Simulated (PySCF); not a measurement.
Species: C4H12N2.
Numbering: `[CH3:1][NH:2][C@@H:3]([CH3:4])[CH2:5][NH2:6]` (hydrogens: H7, H8, H9 on C1; H10 on N2; H11 on C3; H12, H13, H14 on C4; H15, H16 on C5; H17, H18 on N6)

The same species was optimised twice, with GFN2-xTB and with PBE0-D3(BJ)/def2-SVP (PySCF), and the same property calculations (PySCF, gas phase) were run on both structures.

```csv
coordinate,GFN2-xTB,PBE0-D3(BJ)/def2-SVP,change
C5–N6 (Å),1.453,1.444,-0.009
C3–C5 (Å),1.534,1.525,-0.009
C3–C4 (Å),1.532,1.526,-0.006
C1–N2 (Å),1.447,1.442,-0.005
N2–C3 (Å),1.456,1.455,-0.001
C4–C3–C5 (°),110.9,111.8,+0.9
C1–N2–C3 (°),115.4,116.2,+0.8
N2–C3–C5 (°),107.7,108.4,+0.7
C3–C5–N6 (°),109.0,109.6,+0.6
N2–C3–C4 (°),114.0,114.2,+0.2
C1–N2–C3–C4 (°),75,73,-2
N2–C3–C5–N6 (°),65,60,-5
```

Rotational constants: A = 4522, B = 2600, C = 1814 MHz (GFN2-xTB) against A = 4514, B = 2620, C = 1815 MHz (PBE0-D3(BJ)/def2-SVP). Point groups within 0.08 Å: C1 and C1.

On the GFN2-xTB structure: HOMO (eV) -6.20 [PBE0/pcSseg-1]; LUMO (eV) 1.46 [PBE0/pcSseg-1]; dipole (D) 1.80 [PBE0/pcSseg-1]; GIAO shielding of C1 (ppm) 149.7 [PBE0/pcSseg-1]; GIAO shielding of N2 (ppm) 212.2 [PBE0/pcSseg-1]; GIAO shielding of C3 (ppm) 126.5 [PBE0/pcSseg-1]; GIAO shielding of C4 (ppm) 168.6 [PBE0/pcSseg-1]; GIAO shielding of C5 (ppm) 132.0 [PBE0/pcSseg-1]; GIAO shielding of N6 (ppm) 234.8 [PBE0/pcSseg-1].

Q: What do these properties become on the PBE0-D3(BJ)/def2-SVP structure?

A: 
| property | level | on GFN2-xTB | on PBE0-D3(BJ)/def2-SVP | change |
| --- | --- | --- | --- | --- |
| HOMO (eV) | PBE0/pcSseg-1 | -6.20 | -6.24 | -0.04 |
| LUMO (eV) | PBE0/pcSseg-1 | 1.46 | 1.43 | -0.03 |
| dipole (D) | PBE0/pcSseg-1 | 1.80 | 1.82 | +0.02 |
| energy, GFN2-xTB geometry as zero (kcal/mol) | PBE0/pcSseg-1 | 0.0 | -0.5 | -0.5 |
| GIAO shielding of C1 (ppm) | PBE0/pcSseg-1 | 149.7 | 149.1 | -0.6 |
| GIAO shielding of N2 (ppm) | PBE0/pcSseg-1 | 212.2 | 214.3 | +2.1 |
| GIAO shielding of C3 (ppm) | PBE0/pcSseg-1 | 126.5 | 127.7 | +1.2 |
| GIAO shielding of C4 (ppm) | PBE0/pcSseg-1 | 168.6 | 167.5 | -1.1 |
| GIAO shielding of C5 (ppm) | PBE0/pcSseg-1 | 132.0 | 132.1 | +0.1 |
| GIAO shielding of N6 (ppm) | PBE0/pcSseg-1 | 234.8 | 234.6 | -0.2 |

The heavy atoms differ by 0.025 Å rms after alignment. Among bonds between heavy atoms C3–C5 and C5–N6 change most and about equally (-0.009 Å). Changes are differences of the printed values. Neither structure is proved a minimum here.

Shape of the structure used: `[CH3:1][NH:2][C@@H:3]([CH3:4])[CH2:5][NH2:6]`: C1–N2–C3–C4 73°, N2–C3–C5–N6 60°, H–N6–C5–C3 -50°, H–N6–C5–C3 -167°.
